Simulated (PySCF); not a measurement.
Compound: C2H3NO.
Geometry (PBE0-D3(BJ)/def2-SVP, Å), atoms numbered from 1 in this order:
```xyz
7
C2H3NO angstrom
N     -1.510    0.078   -0.123
C     -0.368    0.540    0.169
C      0.896   -0.259   -0.018
O      0.873   -1.381   -0.452
H     -1.380   -0.881   -0.485
H     -0.272    1.560    0.576
H      1.854    0.242    0.265
```

The closed-shell ground state was solved at several levels (PySCF, density fitting, gas phase, non-relativistic).

```
             level  basis functions  total energy (Eh)  HOMO (eV)  LUMO (eV)  gap (eV)  dipole (D)
CAM-B3LYP/pcSseg-2              186          -207.9441      -9.49      -1.60      7.89        2.38
       B3LYP/pcJ-1              138          -207.9592      -7.72      -2.90      4.82        2.22
     PBE0/pcSseg-1               83          -207.6912      -7.95      -2.67      5.28        2.24
```

What might PBE0/def2-SVPD (107 basis functions) give for the same quantities?

Total energy -207.5710 Eh, HOMO -8.03 eV, LUMO -2.85 eV, gap 5.18 eV, dipole 2.30 D.

Over all these levels, which gives the widest orbital gap and which the narrowest?

CAM-B3LYP/pcSseg-2 (range-separated hybrid) has the widest, 7.89 eV, and B3LYP/pcJ-1 (global hybrid, 20 % exact exchange) the narrowest, 4.82 eV. Functional and basis both differ between the two, so the spread mixes both effects.

How far do the dipole and the HOMO energy spread over the levels?

The dipole runs from 2.22 to 2.38 D (mean 2.28 D) and the HOMO from -9.49 to -7.72 eV.

One conformer stands for the species.
